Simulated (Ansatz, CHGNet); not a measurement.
## hcp Cd, equilibrium volume per atom

Reference value: 21.01 Å³/atom (measured, copied from a table, unchecked, extrapolated to 0 K and zero-point effects removed; as tabulated in Lejaeghere et al. (2013), arXiv:1204.2733).

| level (code) | value (Å³/atom) |
|---|---|
| CHGNet-r²SCAN (CHGNet) | ? |
| LDA (Ansatz) | ? |
| PBE (Ansatz) | 22.89 |
| PBE-D3(BJ) (Ansatz) | 21.29 |
| rVV10 (Ansatz) | 23.07 |
| r²SCAN (Ansatz) | 21.99 |
| r²SCAN+rVV10 (Ansatz) | 21.33 |
| HSE06 (Ansatz) | 22.60 |

Q: What belongs in the gaps?

A: 
- CHGNet-r²SCAN (CHGNet), value (Å³/atom): 21.78
- LDA (Ansatz, an electronic-structure program), value (Å³/atom): 20.06

Errors against the reference: CHGNet-r²SCAN +3.7 %, LDA -4.5 %, PBE +8.9 %, PBE-D3(BJ) +1.3 %, rVV10 +9.8 %, r²SCAN +4.7 %, r²SCAN+rVV10 +1.5 %, HSE06 +7.6 %.

Nearest, and too close to rank with a margin of 1.0 % (twice that across the reference) picked here for doubts on the reference and the settings: PBE-D3(BJ) (+1.3 %), r²SCAN+rVV10 (+1.5 %). Farthest off: rVV10 (+9.8 %). Within 2 %: PBE-D3(BJ), r²SCAN+rVV10.

HSE06: hybrids on metals are sensitive to the k mesh and can open a false gap. Cutoffs and k meshes differ between the levels. Ansatz's density-functional and Hartree–Fock values are scalar-relativistic unless marked +SOC, with PAW data made under PBE.

Machine-learned potentials (CHGNet-r²SCAN) are trained on DFT data, which may include these solids.

Differences are worked out from the printed values.
